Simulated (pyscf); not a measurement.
This saddle point was located with ωB97X-D3(BJ)/def2-SVP in PySCF.

```xyz
9

Cl     1.3185    -0.2026     0.2565
C     -0.6212     0.8265     0.3512
C     -0.9699    -0.6189    -1.0928
Cl    -2.6149    -0.3345    -1.5371
H     -1.4609     0.3557     0.8765
H     -0.9166     1.5274    -0.4389
H     -0.8141    -1.5597    -0.5607
H     -0.2531    -0.3769    -1.8804
H     -0.0307     1.3838     1.0902
```
Charge 0, spin multiplicity 2.

Surface: doublet, charge 0. Lowest wavenumbers (cm⁻¹): 876i, 123, 227, 233, 241.

Task: What reaction is this the transition state of?

Result: chloromethane (H₃C–Cl) + •H₂C–Cl <-> Cl atom (Cl•) + chloroethane (H₃C–CH₂–Cl), a substitution at C read from left to right: C–Cl broken and C–C formed. At ωB97M-D3(BJ)/def2-TZVP it lies +188.9 kJ/mol from the left side and +222.2 kJ/mol from the right (each side as separated species at their lowest minima found). This saddle turned up in a search for another step; its sides and bond changes are read from the two ends of the descent. This is the saddle that the search found; another between the same sides may lie lower. The angle at the attacked C is 78°: a side-on saddle, likely not the lowest. Left out: the spin-orbit lowering of Cl.
